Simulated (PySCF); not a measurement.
## Working out the ionisation energy of N

N [He] 2s2 2p3 (4S) → N+ [He] 2s2 2p2 (3P). All numbers are calculated (PySCF 2.14, the spin-free X2C one-electron Hamiltonian (Gaussian nucleus), in cc-pVTZ-DK (4s3p2d1f, 30 functions)). Frozen: 1s2. Energies in hartree (1 hartree = 27.21139 eV):

```json
{"part": "UHF", "N (lower)": "-54.429886", "N+ (upper)": "-53.919642"}
{"part": "CCSD correlation", "N (lower)": "-0.111786", "N+ (upper)": "-0.092547"}
{"part": "(T)", "N (lower)": "-0.002277", "N+ (upper)": "-0.001595"}
```

**Question.** What does Hartree-Fock give?

**Answer.** (-53.919642) − (-54.429886) = 0.510244 hartree = 13.884 eV.

**Question.** What do CCSD and CCSD(T) give?

**Answer.** The CCSD correlation energies differ by 0.019239 hartree = 0.524 eV and the triples by 0.000682 hartree = 0.019 eV, so CCSD gives 14.408 eV and CCSD(T) 14.427 eV.

Measured between the centres of the two terms (NIST): 14.545 eV, so CCSD(T) (valence) is off by -0.118 eV.

What remains against the reference includes basis incompleteness, the frozen core and higher excitations.
